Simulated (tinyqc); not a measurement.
Inside a calculation. Method: RKS/exchange-only LDA in the sto-3g basis, for H2O, spin multiplicity 1. One step of it, computed by the program tinyqc.

Question. Iteration 1: building the Kohn-Sham matrix. J_ij = sum D_kl (ij|kl); F = H + J + V_xc; E = tr D H + tr D J / 2 + E_xc + E_nn.

D at the start:
```
,1O 1s,1O 2s,1O 2px,1O 2py,1O 2pz,2H 1s,3H 1s
1O 1s,2.125469,-0.540006,0.000000,0.000000,-0.024333,0.048269,0.048269
1O 2s,-0.540006,2.321747,0.000000,0.000000,0.134457,-0.203231,-0.203231
1O 2px,0.000000,0.000000,2.000000,0.000000,0.000000,0.000000,0.000000
1O 2py,0.000000,0.000000,0.000000,2.136643,0.000000,-0.206048,0.206048
1O 2pz,-0.024333,0.134457,0.000000,0.000000,2.086537,-0.155558,-0.155558
2H 1s,0.048269,-0.203231,0.000000,-0.206048,-0.155558,0.047607,0.007866
3H 1s,0.048269,-0.203231,0.000000,0.206048,-0.155558,0.007866,0.047607
```

core Hamiltonian H = T + V (hartree):
```
,1O 1s,1O 2s,1O 2px,1O 2py,1O 2pz,2H 1s,3H 1s
1O 1s,-32.442080,-7.546803,0.000000,0.000000,-0.011217,-0.810086,-0.810086
1O 2s,-7.546803,-9.069454,0.000000,0.000000,-0.140069,-2.083424,-2.083424
1O 2px,0.000000,0.000000,-7.235641,0.000000,0.000000,0.000000,0.000000
1O 2py,0.000000,0.000000,0.000000,-7.306124,0.000000,-1.232219,1.232219
1O 2pz,-0.011217,-0.140069,0.000000,0.000000,-7.286143,-1.073960,-1.073960
2H 1s,-0.810086,-2.083424,0.000000,-1.232219,-1.073960,-4.011124,-0.684215
3H 1s,-0.810086,-2.083424,0.000000,1.232219,-1.073960,-0.684215,-4.011124
```

Two-electron integrals (ij|kl) in chemists' order, unique and non-zero (hartree):
```
i,j,k,l,(ij|kl)
1,1,1,1,4.785065
2,1,1,1,0.741380
2,1,2,1,0.136873
2,2,1,1,1.118947
2,2,2,1,0.256633
2,2,2,2,0.817206
3,1,3,1,0.024477
3,2,3,1,0.037809
3,2,3,2,0.180518
3,3,1,1,1.115814
3,3,2,1,0.256684
3,3,2,2,0.817023
3,3,3,3,0.880159
4,1,4,1,0.024477
4,2,4,1,0.037809
4,2,4,2,0.180518
4,3,4,3,0.047444
4,4,1,1,1.115814
4,4,2,1,0.256684
4,4,2,2,0.817023
4,4,3,3,0.785270
4,4,4,4,0.880159
5,1,5,1,0.024477
5,2,5,1,0.037809
5,2,5,2,0.180518
5,3,5,3,0.047444
5,4,5,4,0.047444
5,5,1,1,1.115814
5,5,2,1,0.256684
5,5,2,2,0.817023
5,5,3,3,0.785270
5,5,4,4,0.785270
5,5,5,5,0.880159
6,1,1,1,0.079687
6,1,2,1,0.014606
6,1,2,2,0.027274
6,1,3,3,0.027224
6,1,4,1,0.000491
6,1,4,2,0.000933
6,1,4,4,0.027315
6,1,5,1,0.000416
6,1,5,2,0.000789
6,1,5,4,0.000077
6,1,5,5,0.027289
6,1,6,1,0.001577
6,2,1,1,0.223951
6,2,2,1,0.052141
6,2,2,2,0.187715
6,2,3,3,0.184348
6,2,4,1,0.002962
6,2,4,2,0.024162
6,2,4,4,0.190122
6,2,5,1,0.002507
6,2,5,2,0.020452
6,2,5,4,0.004887
6,2,5,5,0.188485
6,2,6,1,0.005683
6,2,6,2,0.056765
6,3,3,1,0.005074
6,3,3,2,0.030902
6,3,4,3,0.004813
6,3,5,3,0.004074
6,3,6,3,0.007487
6,4,1,1,0.133111
6,4,2,1,0.031358
6,4,2,2,0.120602
6,4,3,3,0.115359
6,4,4,1,0.006609
6,4,4,2,0.045293
6,4,4,4,0.128459
6,4,5,1,0.001299
6,4,5,2,0.012182
6,4,5,4,0.007014
6,4,5,5,0.117847
6,4,6,1,0.003542
6,4,6,2,0.044408
6,4,6,4,0.041864
6,5,1,1,0.112674
6,5,2,1,0.026543
6,5,2,2,0.102086
6,5,3,3,0.097647
6,5,4,1,0.001299
6,5,4,2,0.012182
6,5,4,4,0.100588
6,5,5,1,0.006173
6,5,5,2,0.041213
6,5,5,4,0.007302
6,5,5,5,0.107903
6,5,6,1,0.002999
6,5,6,2,0.037590
6,5,6,4,0.029099
6,5,6,5,0.032119
6,6,1,1,0.409073
6,6,2,1,0.096731
6,6,2,2,0.401545
6,6,3,3,0.387114
6,6,4,1,0.006164
6,6,4,2,0.071471
6,6,4,4,0.412081
6,6,5,1,0.005217
6,6,5,2,0.060498
6,6,5,4,0.021134
6,6,5,5,0.405003
6,6,6,1,0.010589
6,6,6,2,0.163923
6,6,6,4,0.146673
6,6,6,5,0.124154
6,6,6,6,0.774606
7,1,1,1,0.079687
7,1,2,1,0.014606
7,1,2,2,0.027274
7,1,3,3,0.027224
7,1,4,1,-0.000491
7,1,4,2,-0.000933
7,1,4,4,0.027315
7,1,5,1,0.000416
7,1,5,2,0.000789
7,1,5,4,-0.000077
7,1,5,5,0.027289
7,1,6,1,0.001556
7,1,6,2,0.005520
7,1,6,4,0.003193
7,1,6,5,0.002917
7,1,6,6,0.010237
7,1,7,1,0.001577
7,2,1,1,0.223951
7,2,2,1,0.052141
7,2,2,2,0.187715
7,2,3,3,0.184348
7,2,4,1,-0.002962
7,2,4,2,-0.024162
7,2,4,4,0.190122
7,2,5,1,0.002507
7,2,5,2,0.020452
7,2,5,4,-0.004887
7,2,5,5,0.188485
7,2,6,1,0.005520
7,2,6,2,0.044627
7,2,6,4,0.024466
7,2,6,5,0.028703
7,2,6,6,0.102830
7,2,7,1,0.005683
7,2,7,2,0.056765
7,3,3,1,0.005074
7,3,3,2,0.030902
7,3,4,3,-0.004813
7,3,5,3,0.004074
7,3,6,3,0.005659
7,3,7,3,0.007487
7,4,1,1,-0.133111
7,4,2,1,-0.031358
7,4,2,2,-0.120602
7,4,3,3,-0.115359
7,4,4,1,0.006609
7,4,4,2,0.045293
7,4,4,4,-0.128459
7,4,5,1,-0.001299
7,4,5,2,-0.012182
7,4,5,4,0.007014
7,4,5,5,-0.117847
7,4,6,1,-0.003193
7,4,6,2,-0.024466
7,4,6,4,-0.008157
7,4,6,5,-0.015476
7,4,6,6,-0.052934
7,4,7,1,-0.003542
7,4,7,2,-0.044408
7,4,7,4,0.041864
7,5,1,1,0.112674
7,5,2,1,0.026543
7,5,2,2,0.102086
7,5,3,3,0.097647
7,5,4,1,-0.001299
7,5,4,2,-0.012182
7,5,4,4,0.100588
7,5,5,1,0.006173
7,5,5,2,0.041213
7,5,5,4,-0.007302
7,5,5,5,0.107903
7,5,6,1,0.002917
7,5,6,2,0.028703
7,5,6,4,0.015476
7,5,6,5,0.023854
7,5,6,6,0.071805
7,5,7,1,0.002999
7,5,7,2,0.037590
7,5,7,4,-0.029099
7,5,7,5,0.032119
7,6,1,1,0.066322
7,6,2,1,0.015608
7,6,2,2,0.061853
7,6,3,3,0.060317
7,6,4,4,0.061400
7,6,5,1,0.001115
7,6,5,2,0.011242
7,6,5,5,0.063775
7,6,6,1,0.001686
7,6,6,2,0.019134
7,6,6,4,0.013129
7,6,6,5,0.014291
7,6,6,6,0.060927
7,6,7,1,0.001686
7,6,7,2,0.019134
7,6,7,4,-0.013129
7,6,7,5,0.014291
7,6,7,6,0.008580
7,7,1,1,0.409073
7,7,2,1,0.096731
7,7,2,2,0.401545
7,7,3,3,0.387114
7,7,4,1,-0.006164
7,7,4,2,-0.071471
7,7,4,4,0.412081
7,7,5,1,0.005217
7,7,5,2,0.060498
7,7,5,4,-0.021134
7,7,5,5,0.405003
7,7,6,1,0.010237
7,7,6,2,0.102830
7,7,6,4,0.052934
7,7,6,5,0.071805
7,7,6,6,0.269733
7,7,7,1,0.010589
7,7,7,2,0.163923
7,7,7,4,-0.146673
7,7,7,5,0.124154
7,7,7,6,0.060927
7,7,7,7,0.774606
```

nuclear repulsion = 6.88541546 hartree

V_xc (hartree):
```
,1O 1s,1O 2s,1O 2px,1O 2py,1O 2pz,2H 1s,3H 1s
1O 1s,-2.740510,-0.402265,0.000000,0.000000,-0.000583,-0.043550,-0.043550
1O 2s,-0.402265,-0.774219,0.000000,0.000000,-0.003662,-0.147550,-0.147550
1O 2px,0.000000,0.000000,-0.777083,0.000000,0.000000,0.000000,0.000000
1O 2py,0.000000,0.000000,0.000000,-0.771498,0.000000,-0.083748,0.083748
1O 2pz,-0.000583,-0.003662,0.000000,0.000000,-0.775802,-0.071422,-0.071422
2H 1s,-0.043550,-0.147550,0.000000,-0.083748,-0.071422,-0.151858,-0.034222
3H 1s,-0.043550,-0.147550,0.000000,0.083748,-0.071422,-0.034222,-0.151858
```

E_xc = sum of w rho eps_xc = -8.85017408 hartree

Give: Coulomb J; Kohn-Sham matrix F; total energy of this density.

Answer.

Coulomb J (hartree):
```
,1O 1s,1O 2s,1O 2px,1O 2py,1O 2pz,2H 1s,3H 1s
1O 1s,18.6051,3.5487,0.0000,0.0000,0.0026,0.3790,0.3790
1O 2s,3.5487,8.8119,0.0000,0.0000,0.0005,1.9530,1.9530
1O 2px,0.0000,0.0000,8.8053,0.0000,0.0000,0.0000,0.0000
1O 2py,0.0000,0.0000,0.0000,8.8034,0.0000,1.2312,-1.2312
1O 2pz,0.0026,0.0005,0.0000,0.0000,8.8035,1.0414,1.0414
2H 1s,0.3790,1.9530,0.0000,1.2312,1.0414,4.0141,0.6266
3H 1s,0.3790,1.9530,0.0000,-1.2312,1.0414,0.6266,4.0141
```

Kohn-Sham matrix F (hartree):
```
,1O 1s,1O 2s,1O 2px,1O 2py,1O 2pz,2H 1s,3H 1s
1O 1s,-16.5775,-4.4004,0.0000,0.0000,-0.0092,-0.4746,-0.4746
1O 2s,-4.4004,-1.0318,0.0000,0.0000,-0.1432,-0.2780,-0.2780
1O 2px,0.0000,0.0000,0.7926,0.0000,0.0000,0.0000,0.0000
1O 2py,0.0000,0.0000,0.0000,0.7258,0.0000,-0.0847,0.0847
1O 2pz,-0.0092,-0.1432,0.0000,0.0000,0.7416,-0.1040,-0.1040
2H 1s,-0.4746,-0.2780,0.0000,-0.0847,-0.1040,-0.1489,-0.0919
3H 1s,-0.4746,-0.2780,0.0000,0.0847,-0.1040,-0.0919,-0.1489
```

total energy of this density = -72.231518 hartree
